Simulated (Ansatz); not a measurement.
System: bcc Rb. Method: r²SCAN+rVV10 (Ansatz, a quantum-chemistry and plane-wave program, PAW).

Settings: plane-wave cutoff 560 eV, 14×14×14 k mesh, Fermi–Dirac smearing 0.05 eV, scalar-relativistic PAW data made under PBE.

Energies at three volumes about the minimum:

```csv
V (Å³/atom),E − E_lowest (meV/atom)
89.927,0.34
91.763,0.00
93.598,0.30
```

Q: Fit a parabola by hand: where is the minimum, what lattice constant follows, and what is the bulk modulus?

A: Slopes: (0.00 − 0.34)/(91.763 − 89.927) = -0.185 and (0.30 − 0.00)/(93.598 − 91.763) = 0.163 meV/Å³. Curvature E″ = 2 × (0.163 − (-0.185))/(93.598 − 89.927) = 0.190 meV/Å⁶. From the middle of the first interval, the slope vanishes at V0 = 90.8450 − (-0.185)/0.190 = 91.819 Å³/atom. B = V0 E″ = 91.819 × 0.190 meV/Å³ × 0.1602 GPa per meV/Å³ = 2.80 GPa. With 2 atoms in the cube, a = (2 × 91.819)^(1/3) = 5.684 Å. The full Birch–Murnaghan fit to all volumes gives V0 = 91.779 Å³/atom and B0 = 2.8 GPa.

Measured, for comparison: bulk modulus 2.9 GPa (corrected for temperature and zero-point phonon effects, sources range from 2.9 to 3.6; as tabulated in Levämäki et al. (2014), arXiv:1402.3671); lattice constant a 5.576 Å (low-temperature or extrapolated to 0 K; zero-point anharmonic expansion removed; as tabulated in Csonka et al. (2009), arXiv:0903.4037). Computed less measured: bulk modulus -3.4 % (-3.4 % to -22 % over the range).
